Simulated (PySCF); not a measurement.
Coordinates in bohr (charge 0 multiplicity 2):
```
B     0.3916    0.7221   -2.2316
H    -0.2582   -0.4761   -4.0285
Cl   -0.1159   -0.2136    0.8187
```

Method: PySCF, UPBE0, basis B def2-TZVP, H def2-TZVP, Cl def2-TZVP (no relativity, density fitting).

This geometry of BHCl is a stationary point at this level.

Question: What is the point group?

Answer: Cs.

Question: Is it a minimum?

Answer: Yes: all harmonic wavenumbers are real.

Question: What are the dipole moment and the gap between the highest occupied and lowest empty levels of either spin?

Answer: 0.50 D and 4.07 eV.

Question: What is the atomisation energy, with and without zero-point energy?

Answer: 813 kJ/mol without, 786 kJ/mol with.

Other isomers or separated fragments may lie lower.
